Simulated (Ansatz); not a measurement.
Born–Oppenheimer molecular dynamics of CH$_{4}$BCl (7 atoms, charge 0, multiplicity 1). It starts from a relaxed structure.

Level of theory: RKS CAM-B3LYP-D4/def2-SVP in Ansatz 0.2.0.

- ensemble: NVT, Langevin thermostat
- time step: 1 fs
- steps asked: 100
- set temperature: 700 K
- friction: 0.005 /fs
- temperature schedule: 25 steps to 700 K, then 75 steps to 10 K
- seed: 169712

First frame:

```xyz
7
Properties=species:S:1:pos:R:3
B 0.037 -0.032 0.017
Cl -0.053 0.283 1.741
C 1.383 0.019 -0.757
H 1.578 -0.983 -1.182
H 1.284 0.687 -1.630
H 2.250 0.325 -0.157
H -1.005 -0.300 -0.524
```

Question: How far do the bonds stretch over the last three quarters of this one trajectory? (Pairs bonded in most of those frames.)

Answer: 
```
  bond  mean (Å)  spread (Å)  shortest  longest
B1–Cl2     1.757       0.028      1.72     1.81
 B1–C3     1.562       0.042      1.49     1.63
 B1–H7     1.213       0.042      1.14     1.28
 C3–H4     1.110       0.035      1.05     1.17
 C3–H5     1.108       0.016      1.08     1.14
 C3–H6     1.102       0.016      1.07     1.13
```

Mean temperature of the second half: 420 K. The schedule's set-point averaged 240 K over the second half and the system 420 K, so it lags behind the ramp. A run of 0.1 ps of so small a system gives no equilibrium averages.

The run took 4.5 min on 1 thread of Intel(R) Xeon(R) Platinum 8259CL CPU @ 2.50GHz (Skylake/Cascade Lake), on a shared host, peak memory 0.15 GiB.
